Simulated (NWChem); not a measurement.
Everything below was run with NWChem. System: O, charge 0, spin multiplicity 3. Its SCF solution wasn't tested for a lower state. Level: UHF/def2-TZVP.

The NWChem input:

```
start mol
memory heap 200 mb stack 900 mb global 1100 mb
geometry units angstroms nocenter noautoz
  O      0.000000     0.000000     0.000000
  symmetry group D2h
end
basis spherical
  * library def2-tzvp
end
scf
  uhf
  nopen 2
  maxiter 100
  thresh 1e-7
  semidirect memsize 60000000 filesize 0
  # guess.movecs holds the orbitals of an unrestricted PBE0 run
  vectors input guess.movecs output mol.movecs
end
task scf energy
```

NWChem printed:

```
             Northwest Computational Chemistry Package (NWChem) 7.3.0
             --------------------------------------------------------

                                NWChem Input Module
                                -------------------

 Scaling coordinates for geometry "geometry" by  1.889725989
 (inverse scale =  0.529177249)

                             Geometry "geometry" -> ""
                             -------------------------

 Output coordinates in angstroms (scale by  1.889725989 to convert to a.u.)

  No.       Tag          Charge          X              Y              Z
 ---- ---------------- ---------- -------------- -------------- --------------
    1 O                    8.0000     0.00000000     0.00000000     0.00000000

 Effective nuclear repulsion energy (a.u.)       0.0000000000

            Nuclear Dipole moment (a.u.)
            ----------------------------
        X                 Y               Z
 ---------------- ---------------- ----------------
     0.0000000000     0.0000000000     0.0000000000

      Symmetry information
      --------------------

 Group name             D2h
 Group number             26
 Group order               8
 No. of unique centers     1

      Symmetry unique atoms

     1


 Summary of "ao basis" -> "" (spherical)
 ------------------------------------------------------------------------------
       Tag                 Description            Shells   Functions and Types
 ---------------- ------------------------------  ------  ---------------------
 *                         def2-tzvp                  on all atoms

 Summary of "ao basis" -> "ao basis" (spherical)
 ------------------------------------------------------------------------------
       Tag                 Description            Shells   Functions and Types
 ---------------- ------------------------------  ------  ---------------------
 O                         def2-tzvp                11       31   5s3p2d1f

                                 NWChem SCF Module
                                 -----------------

  ao basis        = "ao basis"
  functions       =    31
  atoms           =     1
  alpha electrons =     5
  beta  electrons =     3
  charge          =   0.00
  wavefunction    = UHF
  use symmetry    = T
  symmetry adapt  = T

 Summary of "ao basis" -> "ao basis" (spherical)
 ------------------------------------------------------------------------------
       Tag                 Description            Shells   Functions and Types
 ---------------- ------------------------------  ------  ---------------------
 O                         def2-tzvp                11       31   5s3p2d1f

      Symmetry analysis of basis
      --------------------------

        ag          9
        au          1
        b1g         2
        b1u         5
        b2g         2
        b2u         5
        b3g         2
        b3u         5

 Forming initial guess at       0.0s

   Symmetry analysis of molecular orbitals - initial alpha
   -------------------------------------------------------

  Numbering of irreducible representations:

     1 ag          2 au          3 b1g         4 b1u         5 b2g
     6 b2u         7 b3g         8 b3u

  Orbital symmetries:

     1 ag          2 ag          3 b1u         4 b2u         5 b3u
     6 ag          7 b1u         8 b2u         9 b3u        10 b3g
    11 ag         12 b1g        13 b2g        14 ag         15 b2u

   Symmetry analysis of molecular orbitals - initial beta
[...]
              MO Center= -2.4D-38,  3.7D-22, -3.9D-38, r^2= 5.1D-01
   Bfn.  Coefficient  Atom+Function         Bfn.  Coefficient  Atom+Function
  ----- ------------  ---------------      ----- ------------  ---------------
     7      0.519169  1 O  py                10      0.460112  1 O  py
    13      0.209348  1 O  py

 Vector    5  Occ=1.000000D+00  E=-6.100246D-01  Symmetry=b3u
              MO Center=  5.9D-23,  1.1D-36,  3.6D-37, r^2= 5.5D-01
   Bfn.  Coefficient  Atom+Function         Bfn.  Coefficient  Atom+Function
  ----- ------------  ---------------      ----- ------------  ---------------
     6      0.506213  1 O  px                 9      0.444122  1 O  px
    12      0.248055  1 O  px

 Vector    6  Occ=0.000000D+00  E= 4.718564D-01  Symmetry=ag
              MO Center=  5.5D-37,  7.0D-37, -8.1D-35, r^2= 2.1D+00
   Bfn.  Coefficient  Atom+Function         Bfn.  Coefficient  Atom+Function
  ----- ------------  ---------------      ----- ------------  ---------------
     5     -2.037667  1 O  s                  4      1.868448  1 O  s

 Vector    7  Occ=0.000000D+00  E= 5.263194D-01  Symmetry=b2u
              MO Center=  3.4D-23, -5.7D-21,  5.6D-23, r^2= 2.4D+00
   Bfn.  Coefficient  Atom+Function         Bfn.  Coefficient  Atom+Function
  ----- ------------  ---------------      ----- ------------  ---------------
    13      1.271483  1 O  py                10     -0.668661  1 O  py
     7     -0.248251  1 O  py

 Vector    8  Occ=0.000000D+00  E= 5.263194D-01  Symmetry=b1u
              MO Center= -1.0D-23,  2.4D-24, -2.4D-17, r^2= 2.4D+00
   Bfn.  Coefficient  Atom+Function         Bfn.  Coefficient  Atom+Function
  ----- ------------  ---------------      ----- ------------  ---------------
    14      1.271483  1 O  pz                11     -0.668661  1 O  pz
     8     -0.248251  1 O  pz

                     UHF Final Beta Molecular Orbital Analysis
                     -----------------------------------------

 Vector    2  Occ=1.000000D+00  E=-1.074501D+00  Symmetry=ag
              MO Center=  3.8D-19,  2.1D-21,  4.1D-21, r^2= 4.7D-01
   Bfn.  Coefficient  Atom+Function         Bfn.  Coefficient  Atom+Function
  ----- ------------  ---------------      ----- ------------  ---------------
     4      0.516012  1 O  s                  3      0.367919  1 O  s
     2     -0.252154  1 O  s                  5      0.252676  1 O  s

 Vector    3  Occ=1.000000D+00  E=-5.208924D-01  Symmetry=b3u
              MO Center= -1.2D-17, -2.6D-21,  2.2D-20, r^2= 6.2D-01
   Bfn.  Coefficient  Atom+Function         Bfn.  Coefficient  Atom+Function
  ----- ------------  ---------------      ----- ------------  ---------------
     6      0.480070  1 O  px                 9      0.425613  1 O  px
    12      0.303871  1 O  px

 Vector    4  Occ=0.000000D+00  E= 9.993768D-02  Symmetry=b2u
              MO Center= -2.8D-34,  3.9D-21, -1.5D-19, r^2= 1.1D+00
   Bfn.  Coefficient  Atom+Function         Bfn.  Coefficient  Atom+Function
  ----- ------------  ---------------      ----- ------------  ---------------
    13      0.615469  1 O  py                 7      0.350880  1 O  py
    10      0.258113  1 O  py

 Vector    5  Occ=0.000000D+00  E= 9.993768D-02  Symmetry=b1u
              MO Center= -1.7D-32,  4.5D-20, -3.2D-20, r^2= 1.1D+00
   Bfn.  Coefficient  Atom+Function         Bfn.  Coefficient  Atom+Function
  ----- ------------  ---------------      ----- ------------  ---------------
    14      0.615469  1 O  pz                 8      0.350880  1 O  pz
    11      0.258113  1 O  pz

 Vector    6  Occ=0.000000D+00  E= 5.159704D-01  Symmetry=ag
              MO Center=  7.6D-19,  1.5D-21,  4.1D-18, r^2= 2.0D+00
   Bfn.  Coefficient  Atom+Function         Bfn.  Coefficient  Atom+Function
  ----- ------------  ---------------      ----- ------------  ---------------
     5     -2.056659  1 O  s                  4      1.969205  1 O  s
     3     -0.155443  1 O  s

 center of mass
 --------------
 x =   0.00000000 y =   0.00000000 z =   0.00000000

 moments of inertia (a.u.)
 ------------------
           0.000000000000           0.000000000000           0.000000000000
           0.000000000000           0.000000000000           0.000000000000
           0.000000000000           0.000000000000           0.000000000000

  Mulliken analysis of the total density
  --------------------------------------

    Atom       Charge   Shell Charges
 -----------   ------   -------------------------------------------------------
    1 O    8     8.00   0.80  1.18  0.64  1.02  0.36  1.69  1.65  0.66  0.00  0.00  0.00

  Mulliken analysis of the alpha density
  --------------------------------------

    Atom       Charge   Shell Charges
 -----------   ------   -------------------------------------------------------
    1 O    8     5.00   0.40  0.59  0.34  0.53  0.14  1.30  1.26  0.44  0.00  0.00  0.00

   Mulliken analysis of the beta density
   -------------------------------------

    Atom       Charge   Shell Charges
 -----------   ------   -------------------------------------------------------
    1 O    8     3.00   0.40  0.59  0.30  0.49  0.22  0.39  0.40  0.22  0.00  0.00  0.00

   Mulliken analysis of the spin density
   -------------------------------------

    Atom       Charge   Shell Charges
 -----------   ------   -------------------------------------------------------
    1 O    8     2.00   0.00 -0.00  0.04  0.03 -0.07  0.91  0.86  0.22 -0.00 -0.00  0.00

       Multipole analysis of the density wrt the origin
       ------------------------------------------------

     L   x y z        total         alpha         beta         nuclear
     -   - - -        -----         -----         ----         -------
     0   0 0 0     -0.000000     -5.000000     -3.000000      8.000000

     1   1 0 0      0.000000     -0.000000      0.000000      0.000000
     1   0 1 0      0.000000      0.000000      0.000000      0.000000
     1   0 0 1      0.000000      0.000000     -0.000000      0.000000

     2   2 0 0     -4.344701     -2.400811     -1.943890      0.000000
     2   1 1 0      0.000000      0.000000      0.000000      0.000000
     2   1 0 1      0.000000      0.000000      0.000000      0.000000
     2   0 2 0     -3.402594     -2.399038     -1.003556      0.000000
     2   0 1 1     -0.000000      0.000000     -0.000000      0.000000
     2   0 0 2     -3.402594     -2.399038     -1.003556      0.000000

 Task  times  cpu:        0.1s     wall:        0.1s

 Total times  cpu:        0.1s     wall:        0.1s
```
